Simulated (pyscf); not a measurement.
H₃Si–I (SMILES [SiH3]I) + H₂ (SMILES [H][H]) → HI (SMILES I) + SiH₄ (SMILES [SiH4]) (four-centre exchange; singlet surface; I–Si, H–H broken, H–I, H–Si formed). Single points on ωB97X-D3(BJ)/def2-SVP structures (PySCF, gas phase). Energies in kcal/mol from the separated reactants.

| level | barrier | reaction energy |
|---|---|---|
| ωB97X-D3(BJ)/def2-TZVP | 54.6 | +18.9 |
| r²SCAN/def2-TZVP | 48.5 | +15.6 |
| B3LYP-D3(BJ)/def2-TZVP | ___ | +14.2 |
| PBE0-D3(BJ)/def2-TZVP | 47.9 | +15.4 |
| ωB97M-D3(BJ)/def2-TZVP | ___ | ___ |
| HF/def2-TZVP | 62.8 | +11.0 |

Question: Some entries are withheld; supply them.

Answer: 
- B3LYP-D3(BJ)/def2-TZVP, barrier: 50.0
- ωB97M-D3(BJ)/def2-TZVP, barrier: 51.9
- ωB97M-D3(BJ)/def2-TZVP, reaction energy: +13.5

The functionals in the table span 6.7 kcal/mol in this barrier, from PBE0-D3(BJ) to ωB97X-D3(BJ)/def2-TZVP. One saddle was located; it need not be the lowest between these sides. Elements past Kr carry the def2 core potentials, without spin-orbit coupling.
